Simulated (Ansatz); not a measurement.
Consider the homolysis of the C–F bond: `FCC(F)(F)F` → `[CH2]C(F)(F)F`• + F•.

Program: Ansatz. Geometries: PBE0-D4/def2-TZVP. ΔE: electronic, gas phase. CBS: MP2 limit from def2 TZ/QZ plus the TZ coupled-cluster correction, frozen cores. This one scheme is used for every species, atoms too. DFT in def2-TZVPP. HSE06 is defined as in plane-wave codes. No spin–orbit coupling; open shells (•) take unrestricted orbitals. Spin–orbit coupling would lower the free atoms: a little for F.

Question: What is ΔE at CCSD(T)/CBS? (Estimate.)

Answer: The calculation gave: +114.8 kcal/mol.

Question: What do these levels give: revPBE-D4, r2SCANh-D4, HSE06-D4, CAM-B3LYP-D4, PBE-QIDH, HF/def2-SVP? (An estimate is asked.)

Answer: Ansatz gave: revPBE-D4 111.4, r2SCANh-D4 107.5, HSE06-D4 111.3, CAM-B3LYP-D4 113.1, PBE-QIDH 110.9, HF/def2-SVP 70.4 kcal/mol.

Question: What do rigid-rotor, harmonic-oscillator terms from PBE0-D4/def2-TZVP frequencies (298.15 K, 1 bar) make of the CCSD(T)/CBS value? (An estimate is asked.)

Answer: Ansatz gave: ΔZPE = -5.0 kcal/mol, ΔH = +111.1 kcal/mol, ΔS = 155 J/(mol·K), ΔG = +100.0 kcal/mol. Open shells count their whole term as degenerate.

Largest T1 diagnostic among the species: 0.012.

From r2SCAN to r2SCAN0 (25 % exact exchange), in def2-TZVPP and without D4, ΔE moves by −4.7 kcal/mol: exact exchange takes away binding that semilocal exchange gives to molecules. In def2-TZVPP, CCSD(T) changes the Hartree–Fock value by +41.3 kcal/mol (the triples alone add +3.1 kcal/mol) and MP2 by +48.5 kcal/mol; breaking electron pairs costs correlation energy, which Hartree–Fock lacks.
